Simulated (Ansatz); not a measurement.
## Ansatz (development build ahead of 0.2.0) run

```yaml
crystal:
  periodic: [false, false, false]
  atoms:
    - { symbol: B, position_ang: [0.0, 0.0, -0.98874] }
    - { symbol: "N", position_ang: [0.0, 0.0, 0.77711] }
    - { symbol: H, position_ang: [0.0, -1.27471, -1.34116] }
    - { symbol: H, position_ang: [-1.10393, 0.63735, -1.34116] }
    - { symbol: H, position_ang: [1.10393, 0.63735, -1.34116] }
    - { symbol: H, position_ang: [0.0, 1.02752, 1.17581] }
    - { symbol: H, position_ang: [-0.88986, -0.51376, 1.17581] }
    - { symbol: H, position_ang: [0.88986, -0.51376, 1.17581] }
basis:
  gaussian: { orbitals: cc-pVDZ }
hamiltonian:
  xc: hf
correlation:
  method: mp2
  frozen_orbitals: { B: 1, H: 0, "N": 1 }
```

The input is written out in the form of the current development build from the run's settings.

The run gave:

```json
{"Converged": "yes", "Reference energy": "-82.59012 hartree", "Correlation energy": "-0.30518 hartree", "Total energy": "-82.89531 hartree", "Spin squared of the determinant": "0.000"}
```

Caution: no unrestricted run beside it, a lower state can exist.
